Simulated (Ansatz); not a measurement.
bcc Rb, treated with PBEsol (Ansatz, a program for electronic structure, plane waves, PAW).

Settings: plane-wave cutoff 520 eV, 14×14×14 k mesh, Fermi–Dirac smearing 0.05 eV, scalar-relativistic PAW data made under PBE.

A third-order Birch–Murnaghan fit to the energies gives V0 = 86.366 Å³/atom, B0 = 2.95 GPa, B′ = 3.7.

```tsv
V (Å³/atom)	P (GPa)
81.187	0.205
82.914	0.130
84.642	0.062
86.369	0.000
88.096	?
89.824	?
91.551	-0.154
```

Question: Estimate the withheld pressures from this fit; the answers are the runs' own values.

Answer: 
- 88.096, P (GPa): -0.056
- 89.824, P (GPa): -0.107

The formula P = (3/2) B0 (x^(7/3) − x^(5/3)) [1 + (3/4)(B′ − 4)(x^(2/3) − 1)] with x = V0/V meets the computed pressures within 0.01 GPa when these rounded values are put in.

Measured, for comparison: bulk modulus 2.92 GPa (corrected for temperature and zero-point phonon effects, our sources range from 2.92 to 3.60; as tabulated in Levämäki et al. (2014), arXiv:1402.3671); equilibrium volume per atom 86.68 Å³/atom (low-temperature or extrapolated to 0 K; zero-point anharmonic expansion removed; as tabulated in Csonka et al. (2009), arXiv:0903.4037). Computed (rounded) less measured: bulk modulus not scored (sources differ), equilibrium volume per atom -0.4 %.

The computed numbers hold no vibrational or temperature effects.
